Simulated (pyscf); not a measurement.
A first-order saddle from PySCF, ωB97X-D3(BJ)/def2-SVP:

```
C
H 1 1.0938
H 1 1.0944 2 117.64
C 1 1.4021 2 119.31 3 157.17
H 4 1.0940 1 121.05 2 -0.26
H 4 1.0944 5 114.91 1 159.19
H 4 1.7463 5 86.75 6 86.89
Al 7 1.6564 4 83.27 5 128.01
H 8 1.5721 7 112.06 4 -113.91
Cl 8 2.1240 9 123.79 7 135.45
```

Surface: singlet, charge 0. Lowest wavenumbers (cm⁻¹): 775i, 121, 179, 455, 484.

Question: Name the species on either side of this saddle.

Answer: `[AlH2][Cl]` + `[CH2]=[CH2]` ⇌ `[CH3][CH2][AlH][Cl]`, an addition across a multiple bond or ene-type step read from left to right: Al–H broken and Al–C, C–H formed. At CCSD(T)/def2-TZVPP + ΔMP2(QZVPP) it lies +3.8 kcal/mol from the left side and +36.4 kcal/mol from the right (each side as separated species at their lowest minima found). On the reactant side the descent ends in a bound adduct, 14.9 kcal/mol under the separated species and 14.4 kcal/mol under the saddle at ωB97X-D3(BJ)/def2-TZVP. At the saddle there is also a short Al–C contact that neither side keeps. At ωB97X-D3(BJ) the barrier from the zero used here is -0.5 kcal/mol. One saddle was located; it need not be the lowest between these sides. The CCSD(T) − MP2 part came from Ansatz, without density fitting, on the same reference.
